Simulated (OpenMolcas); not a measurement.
**HNO3 (peroxynitrous acid): levels of theory compared**

Wanted: a comparison of 6 runs (HF/STO-3G, HF/def2-TZVP, B3LYP/6-31G*, r2SCAN/def2-TZVP, SOS-MP2/ANO-XS-VDZP) of HNO3 (peroxynitrous acid). 

The results are computed with OpenMolcas 26.06.

3 further runs of the same task are left out: 3 set aside as unsound or not needed.

## (1) The molecule

HNO3 has 5 atoms, charge 0, and is taken as a singlet. As SMILES, `O=NOO`. Geometry: relaxed at GFN2-xTB. This is one conformer, not always the lowest.

Bond lengths: O1–N2 1.201 Å, N2–O3 1.273 Å, O3–O4 1.436 Å, O4–H5 0.984 Å. Angles: O1–N2–O3 119.9°, N2–O3–O4 119.3°, O3–O4–H5 102.4°.

## (2) Energy and forces at HF/STO-3G (run 1)

Input file mol.xyz:

```xyz
5

O      0.065910    -0.913420     1.047340
N     -0.887330    -0.616080     0.379900
O     -0.768700     0.249290    -0.545570
O      0.510450     0.860430    -0.776300
H      1.079670     0.419780    -0.105350
```

Input file job.input:

```
* HNO3 Hartree-Fock

&GATEWAY
  BASLIB
  $CurrDir
  COORD
  mol.xyz
  BASIS
  STO-3G
  GROUP
  NoSym

&SEWARD

&SCF
  THRESHOLDS
  1e-10 1e-07 1e-07 1e-05
  PRORBITALS
  1 1

&ALASKA
```

The basis set STO-3G is read from a file made from the Basis Set Exchange's data (not shown).

The run is started by

```
$ export MOLCAS_MEM=1860
$ pymolcas job.input > job.log
```

Log:

```text
--- Start Module: gateway ---
[...]
--- Stop Module: gateway /rc=_RC_ALL_IS_WELL_ ---
[...]
      Basis functions           21
[...]
--- Start Module: scf ---
[...]
       Convergence after  14 Iterations
[...]
::    Total SCF energy                               -275.6818542928
[...]
      Total spin, S                                     0.0000000000
[...]
      Total electronic charge=   32.000000
      Total            charge=   -0.000000
[...]
      Dipole Moment (debye):
      Origin of the operator (angstrom)=   -0.2288   -0.0804    0.0131
                   X=  1.3723E+00               Y=  8.0095E-02               Z=  3.6075E-01           Total=  1.4212E+00
      Quadrupole Moment (debye*angstrom):
[...]
--- Stop Module: scf /rc=_RC_ALL_IS_WELL_ ---
--- Start Module: alaska ---
[...]
 *              Molecular gradients               *
 **************************************************
  Irreducible representation: a
 ------------------------------------------------------------------------------------------
                              X                       Y                       Z
 ------------------------------------------------------------------------------------------
  O1               -7.60628267240850E-02    5.61076030876695E-03   -3.29670193428093E-02
  N2                9.38286338764680E-02    1.00424242321787E-01   -7.93445541440490E-02
  O3               -4.44674072087761E-02   -1.28149438377551E-01    1.27671095115232E-01
  O4                4.05718675784517E-02    6.97844340536591E-03    5.79875686755837E-03
  H5               -1.38702675220852E-02    1.51359923416357E-02   -2.11582784959292E-02
 ------------------------------------------------------------------------------------------
--- Stop Module: alaska /rc=_RC_ALL_IS_WELL_ ---
[...]
```

Wall time 1.7 s (1 thread of Arm Neoverse V2, shared host); peak memory 0.37 GiB.

## (3) Energy and forces at HF/def2-TZVP (run 2)

Input file mol.inp:

```
&GATEWAY
  BASLIB=$CurrDir
  COORD
  5
  bohr
  O      0.12455185    -1.72611364     1.97918576
  N     -1.67681068    -1.16422247     0.71790695
  O     -1.45263247     0.47108983    -1.03097788
  O      0.96461070     1.62597705    -1.46699439
  H      2.04028060     0.79326923    -0.19908265
  BASIS=def2-TZVP
  GROUP=NoSym

&SEWARD

&SCF
  THRESHOLDS=1e-10 1e-07 1e-07 1e-05
  PRORBITALS=0

&ALASKA
```

The basis set def2-TZVP is read from a file made from the Basis Set Exchange's data (not shown).

The run is started by

```
$ export MOLCAS_MEM=1860
$ pymolcas mol.inp > mol.log
```

Log:

```text
--- Start Module: gateway ---
[...]
--- Stop Module: gateway /rc=_RC_ALL_IS_WELL_ ---
[...]
      Basis functions          130
[...]
--- Start Module: scf ---
[...]
       Convergence after  20 Iterations
[...]
::    Total SCF energy                               -279.5138580207
[...]
      Total spin, S                                     0.0000000000
[...]
      Total electronic charge=   32.000000
      Total            charge=   -0.000000
[...]
      Dipole Moment (debye):
      Origin of the operator (angstrom)=   -0.2288   -0.0804    0.0131
                   X=  9.1411E-01               Y=  1.4236E-01               Z=  1.2468E-01           Total=  9.3349E-01
      Quadrupole Moment (debye*angstrom):
[...]
--- Stop Module: scf /rc=_RC_ALL_IS_WELL_ ---
[...]
--- Start Module: alaska ---
[...]
 *              Molecular gradients               *
 **************************************************
  Irreducible representation: a
 ------------------------------------------------------------------------------------------
                              X                       Y                       Z
 ------------------------------------------------------------------------------------------
  O1                5.13161486979783E-02   -3.19975270785404E-02    5.39226607974790E-02
  N2               -4.62907459339483E-02    3.43204606186847E-02   -5.47950289157464E-02
  O3               -3.10539458477699E-02   -2.41156985897772E-02    1.60496913530377E-02
  O4                1.00474336708674E-02    3.55685708118365E-02   -3.54288656591688E-02
  H5                1.59811094129347E-02   -1.37758057621944E-02    2.02515424243801E-02
 ------------------------------------------------------------------------------------------
--- Stop Module: alaska /rc=_RC_ALL_IS_WELL_ ---
[...]
```

It took 32 s on 1 thread of Arm Neoverse V2, shared host; peak memory 0.91 GiB.

## (4) Energy and forces at B3LYP/6-31G(d) (spherical functions) (run 3)

Input file struct.xyz:

```xyz
5

O      0.065910    -0.913420     1.047340
N     -0.887330    -0.616080     0.379900
O     -0.768700     0.249290    -0.545570
O      0.510450     0.860430    -0.776300
H      1.079670     0.419780    -0.105350
```

Input file calc.input:

```
* HNO3 Kohn-Sham DFT

&GATEWAY
  BasLib
  $CurrDir
  Coord
  struct.xyz
  Basis
  6-31Gs
  Group
  NoSym

&SEWARD
  GridInput
  Grid=UltraFine
  End of Grid

&SCF
  KSDFT
  B3LYP
  Thresholds
  1e-10 1e-07 1e-07 1e-05
  PrOrbitals
  0

&ALASKA
```

The basis set 6-31G* is read from a file made from the Basis Set Exchange's data (not shown).

The run is started by

```
$ export MOLCAS_MEM=1860
$ pymolcas calc.input > calc.log
```

Log:

```text
--- Start Module: gateway ---
[...]
--- Stop Module: gateway /rc=_RC_ALL_IS_WELL_ ---
[...]
      Basis functions           58
[...]
--- Start Module: scf ---
[...]
       Convergence after  16 Iterations
[...]
::    Total KS-DFT energy                            -280.8186239644
[...]
      Total spin, S                                     0.0000000000
[...]
      Total electronic charge=   32.000000
      Total            charge=   -0.000000
[...]
      Dipole Moment (debye):
      Origin of the operator (angstrom)=   -0.2288   -0.0804    0.0131
                   X=  8.8096E-01               Y=  1.1653E-01               Z=  1.4358E-01           Total=  9.0016E-01
      Quadrupole Moment (debye*angstrom):
[...]
--- Stop Module: scf /rc=_RC_ALL_IS_WELL_ ---
[...]
--- Start Module: alaska ---
[...]
 *              Molecular gradients               *
 **************************************************
  Irreducible representation: a
 ------------------------------------------------------------------------------------------
                              X                       Y                       Z
 ------------------------------------------------------------------------------------------
  O1               -1.48358445818566E-02   -7.19585897749653E-03    2.97050949629352E-03
  N2                2.23645945623172E-02    3.93828528245468E-02   -3.62599676642614E-02
  O3                7.94034678801125E-03   -2.93425051027532E-02    3.56555573431123E-02
  O4               -1.72116349414155E-02   -6.34182726121857E-03    1.06000269861894E-03
  H5                1.74253817289172E-03    3.49733851689582E-03   -3.42610187374426E-03
 ------------------------------------------------------------------------------------------
--- Stop Module: alaska /rc=_RC_ALL_IS_WELL_ ---
[...]
```

Wall time 14 s (1 thread of Arm Neoverse V2, shared host); peak memory 0.39 GiB.

Runs 4 to 5 aren't shown in full; the table further down has their settings and results.

## (5) The energy at SOS-MP2/ANO-XS-VDZP (DKH2, Cholesky decomposition) (run 6)

Input file test.input:

```
&gateway
basisset
O.ANO-XS-VDZP....
O1 0.065910 -0.913420 1.047340 angstrom
O3 -0.768700 0.249290 -0.545570 angstrom
O4 0.510450 0.860430 -0.776300 angstrom
End of Basis
basisset
N.ANO-XS-VDZP....
N2 -0.887330 -0.616080 0.379900 angstrom
End of Basis
basisset
H.ANO-XS-VDZP....
H5 1.079670 0.419780 -0.105350 angstrom
End of Basis
&seward
medium
relativistic = R02E00
&scf
thresholds = 1e-06 0.001 0.001 0.01
nofermi
prorbitals = 1 1
&mbpt2
sosmp2
frozen = 4
```

The run is started by

```
$ export MOLCAS_MEM=1860
$ pymolcas test.input > test.log
```

Log:

```text
--- Start Module: gateway ---
[...]
--- Stop Module: gateway /rc=_RC_ALL_IS_WELL_ ---
[...]
      Basis functions           61
[...]
--- Start Module: scf ---
[...]
       Convergence after  10 Iterations
[...]
::    Total SCF energy                               -279.5802640368
[...]
      Total spin, S                                     0.0000000000
[...]
      Total electronic charge=   32.000000
      Total            charge=   -0.000000
[...]
      Dipole Moment (debye):
      Origin of the operator (angstrom)=   -0.2288   -0.0804    0.0131
                   X=  9.7105E-01               Y=  7.2280E-02               Z=  2.2013E-01           Total=  9.9831E-01
      Quadrupole Moment (debye*angstrom):
[...]
--- Stop Module: scf /rc=_RC_ALL_IS_WELL_ ---
[...]
--- Start Module: mbpt2 ---
[...]
WARNING!
Default frozen orbitals as non valence orbitals is overwritten by user input.
Default values:   4
[...]
::    Total MBPT2 energy                             -280.2584015629
[...]
--- Stop Module: mbpt2 /rc=_RC_ALL_IS_WELL_ ---
[...]
```

It took 2.6 s on 1 thread of Arm Neoverse V2, shared host.

## (6) Overview of the runs

| run | level | integration grid | Cartesian functions | energy (Eh) | dipole moment (D) of the reference | HOMO energy (eV) | LUMO energy (eV) | wall time |
| --- | --- | --- | --- | --- | --- | --- | --- | --- |
| 1 | HF/STO-3G | – | no | -275.681854 | 1.42 | -9.96 | 5.82 | 1.7 s |
| 2 | HF/def2-TZVP | – | no | -279.513858 | 0.93 | -13.23 | 2.42 | 32 s |
| 3 | B3LYP/6-31G* (spherical functions) | UltraFine | no | -280.818624 | 0.90 | -8.27 | -2.30 | 14 s |
| 4 | B3LYP/6-31G* (Cartesian functions) | UltraFine | yes | -280.824463 | 0.91 | -8.30 | -2.32 | 14 s |
| 5 | r2SCAN/def2-TZVP | UltraFine | no | -280.832570 | 0.84 | -7.51 | -3.32 | 83 s |
| 6 | SOS-MP2/ANO-XS-VDZP (DKH2, Cholesky decomposition) | – | no | -280.258402 | 1.00 | -13.10 | 2.62 | 2.6 s |

## (7) Summary of results

```
                                          quantity          value
                               run 6: total energy  -280.25840 Eh
         run 6: dipole moment (mean-field density)         1.00 D
        run 6: HOMO energy (Hartree–Fock orbitals)      -13.10 eV
        run 6: LUMO energy (Hartree–Fock orbitals)        2.62 eV
      run 6: HOMO–LUMO gap (Hartree–Fock orbitals)       15.72 eV
run 6: correlation energy (4 core orbitals frozen)     -678.1 mEh
```

Over runs 1, 2, 3, 4, 5 the dipole moment (its size) runs from 0.84 D (r2SCAN/def2-TZVP) to 1.42 D (HF/STO-3G). The two ends differ in method and basis. Over runs 1, 2, 3, 4, 5 the HOMO–LUMO gap runs from 4.19 eV (r2SCAN/def2-TZVP) to 15.77 eV (HF/STO-3G). Totals of different functionals can't be ranked against each other. In run 1 the basis is minimal, so the values are rough. All runs together took 2.4 min, the longest 83 s.
